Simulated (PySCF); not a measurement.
# LiCl₂⁻: one-bond stretch

These are results of PBE0 in PySCF with Li def2-TZVPD, Cl def2-TZVPD; no relativity; density-fitted integrals, not measurements.

Rigid scan from the singlet minimum (Li–Cl 2.155 Å (×2); Cl–Li–Cl 180.0°). Coordinate: the bond from Li to the last atom (Cl) scaled, the rest fixed. Energies in kJ/mol from the minimum.

```tsv
scale of one bond	E (kJ/mol)	dipole size (D, about the centre of mass)
0.92	9.5	0.46
0.96	2.1	0.24
1.00	0.0	0.00
1.05	2.5	0.31
1.12	11.8	0.75
1.20	26.6	1.29
1.35	57.0	2.33
1.55	93.2	–
1.80	127.4	–
2.20	162.6	–
```

Other isomers or separated fragments may lie lower.

The scan took 9.7 s on 2 threads of a shared Arm Neoverse V1 host; the process peaked at 0.91 GiB. Launch command: `OMP_NUM_THREADS=2 python axn.py task.json out`.
